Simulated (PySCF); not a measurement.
Simulated P 2p region for `C(=P/CO)/F`, binding energy against the vacuum level.

Every computed line was given a Gaussian of 0.7 eV full width at half maximum and an area set by the number of equivalent atoms (split 2:1 within a doublet); the highest printed point is 100. Computed with delta-SCF UKS SCAN, pcX-2 on the ionised atom, pcseg-1 elsewhere, spin-free X2C (PySCF).

```csv
binding energy (eV),intensity
135.4,0
135.5,1
135.6,2
135.7,4
135.8,10
135.9,19
136.0,33
136.1,51
136.2,72
136.3,89
136.4,100
136.5,100
136.6,90
136.7,75
136.8,59
136.9,48
137.0,44
137.1,46
137.2,49
137.3,52
137.4,50
137.5,43
137.6,34
137.7,24
137.8,15
137.9,8
138.0,4
138.1,2
138.2,1
138.3,0
```

Task: How many maxima does the curve show, and how many computed lines lie under it?

Result: The curve has 2 maxima (at 136.4 and 137.3 eV). Under it lie 2 lines from 1 inequivalent phosphorus site, drawn as a 2p3/2, 2p1/2 pair.

Task: Decompose the envelope and assign each component. Numbering: `[OH:1][CH2:2]/[P:3]=[CH:4]\[F:5]`.

Result: 
| position (eV) | relative area | line | atoms | environment |
| --- | --- | --- | --- | --- |
| 136.45 | 0.67 | P 2p3/2 | P3 | phosphorus bonded to 2 C |
| 137.34 | 0.33 | P 2p1/2 | P3 | phosphorus bonded to 2 C |

Task: What are the centre and the root-mean-square width of the whole band?

Result: The area-weighted mean of the lines is 136.74 eV. Their own spread about it is 0.42 eV (rms) and each Gaussian has σ = 0.7/2.355 = 0.30 eV; the variances add, which gives 0.51 eV.

No satellites, vibrations or lifetime broadening are included. 2p3/2 and 2p1/2 are the ΔSCF energy of one spin-free 2p hole plus the eigenvalues of a spin–orbit and ligand-field matrix of the shell. 2p1/2 minus 2p3/2 (ligand field included): P 0.89 eV. Isolated species at its GFN2-xTB geometry (one conformer only).

Shape of the structure used: `[OH:1][CH2:2]/[P:3]=[CH:4]\[F:5]`: O1–C2–P3–C4 175°, H–O1–C2–P3 65°.
